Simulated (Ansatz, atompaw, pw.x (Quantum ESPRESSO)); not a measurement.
**Which Ti potential is closest to all-electron in the fcc crystal?**

All use LDA (PW92), scalar-relativistic, no spin, cutoffs from each file’s atomic test, pw.x 7.5; 14³ k-points, Fermi–Dirac smearing 0.01 Ry. Δ is the rms difference from all-electron LAPW of the E(V) curves that follow from fits to the pressures, over ±6 % in volume. Mesh and smearing are coarse and serve the comparison alone. The files are a selection: those with a ghost or negative overlap were mostly not run, and those with noisy or unconverged pressures or nearly equal Δ are left out.

All-electron: a0 = 4.008 Å (V0 = 16.10 Å³/atom), B0 = 120.2 GPa.

(1) Rank them by Δ, smallest first.
A. PAW, atompaw 4.2.0.5, LDA (PW92); core [Ar], reference 3d2 4s2 4p0; waves: 4s (bound): rc 3.00 bohr; 4s channel at 0.05 Ry: rc 3.00 bohr; 4p (bound, empty): rc 3.00 bohr; 4p channel at 4.6 Ry: rc 3.00 bohr; 3d (bound): rc 2.45 bohr; 3d channel at 1.05 Ry: rc 2.45 bohr; local part: troulliermartins scheme with l = 3 at 0 Ry, radius 2.60 bohr; core correction: smooth core density matched at 2.10 bohr; augmentation: sinc compensation charge, radius 2.65 bohr; PAW radius 3.00 bohr; waves and projectors: custom rrkj gramschmidtortho.
B. PAW, atompaw 4.2.0.5, LDA (PW92); core [Ar], reference 3d2 4s1 4p1; waves: 4s (bound): rc 3.00 bohr; 4s channel at 0.05 Ry: rc 3.00 bohr; 4p (bound): rc 3.00 bohr; 4p channel at 0.2 Ry: rc 3.00 bohr; 3d (bound): rc 3.00 bohr; 3d channel at 0.55 Ry: rc 2.55 bohr; 4f channel at 0.45 Ry: rc 3.00 bohr; 4f channel at 1.35 Ry: rc 3.00 bohr; local part: bessel scheme, radius 2.95 bohr; core correction: smooth core density matched at 1.70 bohr; augmentation: besselshape compensation charge, radius 2.20 bohr; PAW radius 3.00 bohr; waves and projectors: custom polynom2 7 10 vanderbiltortho.
C. PAW, atompaw 4.2.0.5, LDA (PW92); core [Ne], reference 3s2 3p6 3d2 4s2 4p0; waves: 3s (bound): rc 1.20 bohr; 4s (bound): rc 2.55 bohr; 3p (bound): rc 1.40 bohr; 4p (bound, empty): rc 2.55 bohr; 3d (bound): rc 2.55 bohr; 3d channel at 0.05 Ry: rc 2.55 bohr; local part: bessel scheme, radius 2.05 bohr; core correction: smooth core density matched at 1.75 bohr; augmentation: sinc compensation charge, radius 2.05 bohr; PAW radius 2.55 bohr; waves and projectors: custom rrkj gramschmidtortho.

## Answers

(1) C (0.2 meV/atom), A (5.2 meV/atom), B (14.1 meV/atom).
